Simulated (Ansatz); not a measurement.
This geometry of C3H9NO (14 atoms, charge 0, multiplicity 1) is a first-order saddle point.

These are results of RKS PBE/def2-mTZVP (Ansatz), not measurements.

```xyz
14
Properties=species:S:1:pos:R:3
C -1.336 1.101 1.233
O -0.280 1.363 0.320
C 0.661 0.289 0.241
C 0.174 -0.923 -0.598
N 0.953 -1.253 -1.797
H -0.949 0.905 2.253
H -1.971 1.997 1.260
H -1.960 0.239 0.928
H 0.952 -0.024 1.266
H 1.553 0.721 -0.240
H -0.860 -0.714 -0.919
H 0.128 -1.831 0.025
H 1.920 -1.470 -1.534
H 1.003 -0.430 -2.408
```

(1) Which two structures does it join? (They come from a converged band through this point; their orientation in space is the band's.)

(2) How far does it lie above each of them?

## Answers

(1) No bond is made or broken. The dihedral H9–C3–C4–H11 goes from 59 to 179°.

Initial state:

```xyz
14
Properties=species:S:1:pos:R:3
C -1.188 1.327 0.769
O 0.126 1.222 0.234
C 0.770 -0.017 0.552
C 0.308 -1.180 -0.332
N 0.480 -0.978 -1.773
H -1.185 1.204 1.869
H -1.551 2.335 0.526
H -1.889 0.590 0.338
H 0.624 -0.260 1.626
H 1.846 0.165 0.390
H -0.756 -1.398 -0.141
H 0.859 -2.087 -0.030
H 1.480 -0.880 -1.982
H 0.063 -0.072 -2.018
```

Final state:

```xyz
14
Properties=species:S:1:pos:R:3
C -1.336 0.965 1.359
O -0.542 1.422 0.272
C 0.519 0.531 -0.073
C 0.082 -0.701 -0.880
N 1.184 -1.561 -1.324
H -0.716 0.758 2.253
H -2.043 1.770 1.598
H -1.913 0.054 1.117
H 1.064 0.208 0.839
H 1.220 1.127 -0.682
H -0.479 -0.362 -1.765
H -0.611 -1.322 -0.289
H 1.710 -1.903 -0.513
H 1.848 -1.014 -1.883
```

(2) 16.6 kJ/mol above the first and 11.2 kJ/mol above the second. This is the barrier of this one path; another mechanism may lie lower.

The run took 80 s on 2 threads of Arm Neoverse V1, on a shared host, peak memory 0.16 GiB.
